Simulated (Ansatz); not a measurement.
# AlHSi: the cost of one run

Computed with Ansatz 0.2.0, Gaussian basis. Level: the settings change from run to run.

15 further runs of the same task are left out: 3 for a known fault of the program, 6 that didn't finish, 6 set aside as unsound or not needed. Runs told in other sessions of the task aren't counted.

**1. The system**

The geometry is a PBE0/def2-TZVP stationary point (not a proven minimum) with its atoms shifted at random (size 0.100 Å).

3 atoms, charge 0, spin multiplicity 1.

Atoms are counted from 1 here; the program's logs count them from 0.

Bond lengths: Si1–Al2 2.640 Å, Si1–H3 1.523 Å. Angles: Al2–Si1–H3 77.8°.

**2. BCCD on RHF/cc-pVTZ-DK**

in.yaml

```yaml
crystal:
  periodic: [false, false, false]
  atoms:
    - {symbol: Si, position_ang: [0.080919, -0.069607, 1.272070]}
    - {symbol: Al, position_ang: [-0.083955, 0.019133, -1.361637]}
    - {symbol: H, position_ang: [-0.007335, 1.427366, 1.004373]}
basis:
  gaussian: {orbitals: cc-pVTZ-DK}
magnetization: {spin_polarized: false}
correlation: {method: bccd, electrons: valence}
output: {forces: true}
```

Run with:

```
ansatz run in.yaml --threads 1 --pin off --events-out ev --progress --plain --max-ram 2393MiB
```

What time and memory should one allow on 1 thread of Intel Xeon at 2.60GHz, shared host?

About 7.5 s, with a peak of 0.29 GiB.
